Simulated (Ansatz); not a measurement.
Born–Oppenheimer molecular dynamics of BClH3N (6 atoms, charge 0, multiplicity 1). It goes on from the last frame of an earlier run, with new velocities.

Theory: RKS B3LYP-D4/def2-SVP in Ansatz 0.2.0.

```yaml
ensemble: NVE (velocity Verlet)
time_step: 1 fs
steps_asked: 150
starting_velocities_drawn_for: 300 K
seed: 125282
```

First frame:

```xyz
6
Properties=species:S:1:pos:R:3
B -0.085 0.038 -0.051
Cl -0.043 -0.424 1.687
H 0.966 0.328 -0.569
N -1.310 0.160 -0.686
H -2.016 -0.471 -0.278
H -1.352 0.277 -1.694
```

(1) How far do the bonds stretch over the last three quarters of this one trajectory? (Pairs bonded in most of those frames.)

Results:

(1) 
```json
{"bond": "B1–Cl2", "mean (Å)": "1.785", "spread (Å)": "0.024", "shortest": "1.73", "longest": "1.82"}
{"bond": "B1–H3", "mean (Å)": "1.204", "spread (Å)": "0.011", "shortest": "1.18", "longest": "1.22"}
{"bond": "B1–N4", "mean (Å)": "1.395", "spread (Å)": "0.020", "shortest": "1.36", "longest": "1.43"}
{"bond": "N4–H5", "mean (Å)": "1.021", "spread (Å)": "0.029", "shortest": "0.97", "longest": "1.08"}
{"bond": "N4–H6", "mean (Å)": "1.019", "spread (Å)": "0.036", "shortest": "0.96", "longest": "1.08"}
```

Mean temperature of the second half: 306 K. The conserved energy stayed within 2 meV per atom of its start (net change 1.5 meV per atom), so the integration is sound. A run of 0.15 ps of so small a system gives no equilibrium averages.

Time of the run: 110 s on 1 thread of Intel(R) Xeon(R) 6975P-C (Granite Rapids) (shared host), peak memory 0.13 GiB.
